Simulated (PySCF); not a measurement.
## Neon: a sound run and one with changed settings

Sound run: Ne [Ne], Ne+ [He] 2s2 2p5. All numbers are calculated (PySCF 2.14, the non-relativistic Hamiltonian (point nucleus), in 6-31G* (3s2p1d, 14 functions)). The sound run starts from symmetry-adapted Hartree-Fock orbitals and uses a fine grid where one is needed.

Changed run: initial guess sap, at most 3 SCF cycles. This setting is unsound on purpose.

```tsv
species	method	sound run (hartree)	changed run (hartree)	converged
Ne	UHF	-128.47388	-128.47388	no
Ne	PBE0	-128.78985	-128.78985	no
Ne	LDA	-128.14147	-128.14147	no
Ne+	UHF	-127.75061	-127.75056	no
Ne+	PBE0	-128.01280	-128.01279	no
Ne+	LDA	-127.34398	-127.34394	no
```

The SCF was stopped early; the energies are upper bounds that still move, and correlated levels were skipped or rest on poor orbitals.
